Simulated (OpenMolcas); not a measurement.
# A workflow on S2F2 (Thio-thionyl fluoride)

We compute the energy (UHF/STO-3G), then a single-point energy (CASSCF(2,2)/STO-3G), then a single-point energy (CASPT2(2,2)/STO-3G), then the energy (SC-NEVPT2(2,2)/STO-3G), then a single-point energy (MRCI(2,2)/STO-3G) of S2F2 (Thio-thionyl fluoride). 

Program for the calculation: OpenMolcas 26.06.

13 further runs of the same task are left out: 13 that didn't finish.

## (1) The molecule

S2F2: 4 atoms, total charge 0, spin state singlet. SMILES: `FS(F)=S`. The F1–S2 distance was set to 4.203 Å, away from the relaxed value. At this shape a bond of the SMILES string is far longer than usual.

Bond lengths: S2–F3 1.682 Å, S2–S4 1.873 Å. Angles: F3–S2–S4 108.4°.

## (2) A single-point energy at UHF/STO-3G (run 1)

File coord.xyz:

```xyz
4

F      2.688581     0.963927     2.746173
S     -0.514710    -0.073220     0.231030
F      0.333030    -1.428520    -0.291570
S     -0.584940     1.160090    -1.176550
```

File step1.inp:

```
* F2S2 Hartree-Fock
>>> EXPORT MOLCAS_PRINT=2

&GATEWAY
 BasLib = $CurrDir
 Coord = coord.xyz
 Basis = STO-3G
 Group = NoSym

&SEWARD

&SCF
 UHF
 Scramble = 0.25
 PrOrbitals = 1 1
```

The basis set STO-3G is read from a file made from the Basis Set Exchange's data (not shown).

Run with:

```bash
$ export MOLCAS_MEM=1860
$ pymolcas step1.inp > step1.log
```

The program printed (excerpt; [...] marks lines left out):

```text
--- Start Module: gateway ---
[...]
--- Stop Module: gateway /rc=_RC_ALL_IS_WELL_ ---
--- Start Module: seward ---
[...]
      Basis functions           28
--- Stop Module: seward /rc=_RC_ALL_IS_WELL_ ---
--- Start Module: scf ---
[...]
       Convergence after  52 Iterations
[...]
::    Total SCF energy                               -982.3077519755
[...]
      Total spin, S                                     0.6201538968
[...]
      Total electronic charge=   50.000000
      Total            charge=   -0.000000
[...]
      Dipole Moment (debye):
      Origin of the operator (angstrom)=    0.2182    0.2543    0.1609
                   X= -2.3902E-01               Y=  4.9271E-01               Z=  5.5774E-03           Total=  5.4765E-01
      Quadrupole Moment (debye*angstrom):
[...]
--- Stop Module: scf /rc=_RC_ALL_IS_WELL_ ---
[...]
```

Wall time 2.5 s (1 thread of Arm Neoverse V2, shared host); peak memory 0.37 GiB.

## (3) The energy at CASSCF(2,2)/STO-3G (run 2)

coord.xyz is that of step 2.

File step2.input:

```
&GATEWAY
 BasLib = $CurrDir
 Coord = coord.xyz
 Basis = STO-3G
 Group = NoSym

&SEWARD

&RASSCF
 FileOrb = $CurrDir/step1.UnaOrb
 Spin = 1
 Nactel = 2 0 0
 Inactive = 24
 Ras2 = 2
 OrbListing = Nothing
 OrbAppear = Compact
```

The basis set STO-3G is read from a file made from the Basis Set Exchange's data (not shown).

Run with:

```bash
$ export MOLCAS_MEM=1860
$ pymolcas step2.input > step2.log
```

The program printed (excerpt; [...] marks lines left out):

```text
--- Start Module: gateway ---
[...]
--- Stop Module: gateway /rc=_RC_ALL_IS_WELL_ ---
--- Start Module: seward ---
[...]
      Basis functions           28
--- Stop Module: seward /rc=_RC_ALL_IS_WELL_ ---
--- Start Module: rasscf ---
[...]
      Number of active orbitals                  2
[...]
      Spin quantum number                      0.0
[...]
      Active orbitals                            2
[...]
      Number of CSFs                             3
[...]
      Number of root(s) required                 1
[...]
      Convergence after  7 iterations
[...]
      printout of CI-coefficients larger than  0.05 for root  1
      energy=    -982.307138
      conf/sym  11     Coeff  Weight
             1  20  -0.70744 0.50047
             3  02   0.70677 0.49953
      Natural orbitals and occupation numbers for root  1
      sym 1:   1.000949   0.999051
      ************************************************************************************************************************
      *                                                    Final results                                                     *
[...]
::    RASSCF root number  1 Total energy:   -982.30713803
[...]
      Total electronic charge=   50.000000
      Total            charge=   -0.000000
[...]
      Dipole Moment (debye):
      Origin of the operator (angstrom)=    0.2182    0.2543    0.1609
                   X= -2.4025E-01               Y=  4.9531E-01               Z=  5.4473E-03           Total=  5.5053E-01
      Quadrupole Moment (debye*angstrom):
[...]
--- Stop Module: rasscf /rc=_RC_ALL_IS_WELL_ ---
[...]
```

Wall time 1.5 s (1 thread of Arm Neoverse V2, shared host); peak memory 0.37 GiB.

## (4) A single-point energy at CASPT2(2,2)/STO-3G (run 3)

coord.xyz is that of step 3.

File step3.input:

```
&GATEWAY
  BasLib=$CurrDir
  Coord=coord.xyz
  Basis=STO-3G
  Group=NoSym

&SEWARD

&RASSCF
  FileOrb=$CurrDir/step2.RasOrb
  Spin=1
  Nactel=2 0 0
  Inactive=24
  Ras2=2
  OrbListing=Nothing
  OrbAppear=Compact

&CASPT2
  Imaginary=0.1
  Frozen=12
```

The basis set STO-3G is read from a file made from the Basis Set Exchange's data (not shown).

Run with:

```bash
$ export MOLCAS_MEM=1860
$ pymolcas step3.input > step3.log
```

The program printed (excerpt; [...] marks lines left out):

```text
--- Start Module: gateway ---
[...]
--- Stop Module: gateway /rc=_RC_ALL_IS_WELL_ ---
[...]
      Basis functions           28
[...]
--- Start Module: rasscf ---
[...]
      Number of active orbitals                  2
[...]
      Spin quantum number                      0.0
[...]
      Active orbitals                            2
[...]
      Number of CSFs                             3
[...]
      Number of root(s) required                 1
[...]
      Convergence after  4 iterations
[...]
      printout of CI-coefficients larger than  0.05 for root  1
      energy=    -982.307138
      conf/sym  11     Coeff  Weight
             1  20  -0.70744 0.50047
             3  02   0.70677 0.49953
      Natural orbitals and occupation numbers for root  1
      sym 1:   1.000949   0.999051
      ************************************************************************************************************************
      *                                                    Final results                                                     *
[...]
::    RASSCF root number  1 Total energy:   -982.30713803
[...]
      Total electronic charge=   50.000000
      Total            charge=   -0.000000
[...]
      Dipole Moment (debye):
      Origin of the operator (angstrom)=    0.2182    0.2543    0.1609
                   X= -2.4025E-01               Y=  4.9530E-01               Z=  5.4615E-03           Total=  5.5052E-01
      Quadrupole Moment (debye*angstrom):
[...]
--- Stop Module: rasscf /rc=_RC_ALL_IS_WELL_ ---
--- Start Module: caspt2 ---
[...]
 ###    WARNING: User changed nr of frozen orbitals.                         ###
 ###############################################################################
[...]
      E2 (Variational):          -0.0571460353
      Total energy:            -982.3642840664
[...]
      Reference weight:           0.96625
[...]
::    CASPT2 Root  1     Total energy:   -982.36428407
[...]
--- Stop Module: caspt2 /rc=_RC_ALL_IS_WELL_ ---
[...]
```

It took 1.6 s on 1 thread of Arm Neoverse V2, shared host; peak memory 0.37 GiB.

## (5) The energy at SC-NEVPT2(2,2)/STO-3G (run 4)

coord.xyz is that of step 4.

File step4.inp:

```
* F2S2 NEVPT2
&GATEWAY
BasLib=$CurrDir
Coord=coord.xyz
Basis=STO-3G
Group=NoSym
&SEWARD
&RASSCF
FileOrb=$CurrDir/step2.RasOrb
Spin=1
Nactel=2 0 0
Inactive=24
Ras2=2
OrbListing=Nothing
OrbAppear=Compact
&CASPT2
SC-NEVPT2
Frozen=12
```

The basis set STO-3G is read from a file made from the Basis Set Exchange's data (not shown).

Run with:

```bash
$ export MOLCAS_MEM=1860
$ pymolcas step4.inp > step4.log
```

The program printed (excerpt; [...] marks lines left out):

```text
--- Start Module: gateway ---
[...]
--- Stop Module: gateway /rc=_RC_ALL_IS_WELL_ ---
[...]
      Basis functions           28
[...]
--- Start Module: rasscf ---
[...]
      Number of active orbitals                  2
[...]
      Spin quantum number                      0.0
[...]
      Active orbitals                            2
[...]
      Number of CSFs                             3
[...]
      Number of root(s) required                 1
[...]
      Convergence after  4 iterations
[...]
      printout of CI-coefficients larger than  0.05 for root  1
      energy=    -982.307138
      conf/sym  11     Coeff  Weight
             1  20  -0.70744 0.50047
             3  02   0.70677 0.49953
      Natural orbitals and occupation numbers for root  1
      sym 1:   1.000949   0.999051
      ************************************************************************************************************************
      *                                                    Final results                                                     *
[...]
::    RASSCF root number  1 Total energy:   -982.30713803
[...]
      Total electronic charge=   50.000000
      Total            charge=   -0.000000
[...]
      Dipole Moment (debye):
      Origin of the operator (angstrom)=    0.2182    0.2543    0.1609
                   X= -2.4025E-01               Y=  4.9530E-01               Z=  5.4615E-03           Total=  5.5052E-01
      Quadrupole Moment (debye*angstrom):
[...]
--- Stop Module: rasscf /rc=_RC_ALL_IS_WELL_ ---
--- Start Module: caspt2 ---
[...]
 ###    WARNING: User changed nr of frozen orbitals.                         ###
 ###############################################################################
[...]
      E2 (Variational):          -0.0563521761
[...]
      E2 (Variational):          -0.0563521754
      Total energy:            -982.3634902065
[...]
      Reference weight:           0.96708
[...]
::    SC-NEVPT2 Root  1     Total energy:   -982.36349021
[...]
--- Stop Module: caspt2 /rc=_RC_ALL_IS_WELL_ ---
[...]
```

Run time: 1.6 s. Hardware: 1 thread of Arm Neoverse V2, shared host; peak memory 0.37 GiB.

## (6) The energy at MRCI(2,2)/STO-3G (run 5)

coord.xyz is that of step 5.

File step5.inp:

```
&GATEWAY
 BasLib = $CurrDir
 Coord = coord.xyz
 Basis = STO-3G
 Group = NoSym

&SEWARD

&RASSCF
 FileOrb = $CurrDir/step2.RasOrb
 Spin = 1
 Nactel = 2 0 0
 Inactive = 24
 Ras2 = 2
 OrbListing = Nothing
 OrbAppear = Compact

&MOTRA
 LumOrb
 Frozen = 12

&GUGA
 Electrons = 26
 Spin = 1
 Inactive = 12
 Active = 2
 CIAll = 1

&MRCI
 SDCI
```

The basis set STO-3G is read from a file made from the Basis Set Exchange's data (not shown).

Run with:

```bash
$ export MOLCAS_MEM=1860
$ pymolcas step5.inp > step5.log
```

The program printed (excerpt; [...] marks lines left out):

```text
--- Start Module: gateway ---
[...]
--- Stop Module: gateway /rc=_RC_ALL_IS_WELL_ ---
[...]
      Basis functions           28
[...]
      Number of active orbitals                  2
[...]
      Spin quantum number                      0.0
[...]
      Active orbitals                            2
[...]
      Number of CSFs                             3
[...]
      Number of root(s) required                 1
[...]
      Convergence after  4 iterations
[...]
      printout of CI-coefficients larger than  0.05 for root  1
      energy=    -982.307138
      conf/sym  11     Coeff  Weight
             1  20  -0.70744 0.50047
             3  02   0.70677 0.49953
      Natural orbitals and occupation numbers for root  1
      sym 1:   1.000949   0.999051
      ************************************************************************************************************************
      *                                                    Final results                                                     *
[...]
::    RASSCF root number  1 Total energy:   -982.30713803
[...]
      Dipole Moment (debye):
      Origin of the operator (angstrom)=    0.2182    0.2543    0.1609
                   X= -2.4025E-01               Y=  4.9530E-01               Z=  5.4615E-03           Total=  5.5052E-01
      Quadrupole Moment (debye*angstrom):
[...]
      *** WARNING: Default frozen orbitals is overwritten by user input.
      *** Default values:  12
[...]
--- Start Module: guga ---
[...]
--- Stop Module: guga /rc=_RC_ALL_IS_WELL_ ---
--- Start Module: mrci ---
[...]
       (But an ACPF correction will be computed)
       USE THE DEFAULT ACPF G-VALUE GFAC=   7.6923076923076927E-002
[...]
                      CI ENERGY:  -982.38582723
[...]
                ACPF CORRECTION:    -0.00666603
[...]
      Total electronic charge=   50.000000
      Total            charge=   -0.000000
[...]
     ACPF CORRECTION:     -0.00666603
[...]
  CI State   1     Total energy:   -982.38582723     QDav:     -0.00727288     QACPF:     -0.00666603
[...]
--- Stop Module: mrci /rc=_RC_ALL_IS_WELL_ ---
[...]
```

It took 2 s on 1 thread of Arm Neoverse V2, shared host; peak memory 0.37 GiB.

## (7) Outcome

| quantity | value |
| --- | --- |
| run 1, UHF/STO-3G: total energy | -982.30775 Eh |
| run 1, UHF/STO-3G: dipole moment | 0.55 D |
| run 1, UHF/STO-3G: HOMO energy | -6.78 eV |
| run 1, UHF/STO-3G: LUMO energy | 5.33 eV |
| run 1, UHF/STO-3G: HOMO–LUMO gap | 12.11 eV |
| run 1, UHF/STO-3G: ⟨S²⟩ | 1.005 |
| run 2, CASSCF(2,2)/STO-3G: total energy | -982.30714 Eh |
| run 2, CASSCF(2,2)/STO-3G: dipole moment (CASSCF density) | 0.55 D |
| run 3, CASPT2(2,2)/STO-3G: total energy | -982.36428 Eh |
| run 3, CASPT2(2,2)/STO-3G: dipole moment (CASSCF density) | 0.55 D |
| run 4, SC-NEVPT2(2,2)/STO-3G: total energy | -982.36349 Eh |
| run 4, SC-NEVPT2(2,2)/STO-3G: dipole moment (CASSCF density) | 0.55 D |
| run 5, MRCI(2,2)/STO-3G: total energy | -982.38583 Eh |
| run 5, MRCI(2,2)/STO-3G: dipole moment (CASSCF density) | 0.55 D |

⟨S²⟩ (run 1, UHF/STO-3G) is 1.00 where a pure singlet has 0.00: the reference is spin-contaminated. Mulliken charges (run 3, CASPT2(2,2)/STO-3G) of the CASSCF density run from -0.19 on F3 to +0.19 on S2. Mulliken charges (run 4, SC-NEVPT2(2,2)/STO-3G) of the CASSCF density run from -0.19 on F3 to +0.19 on S2.
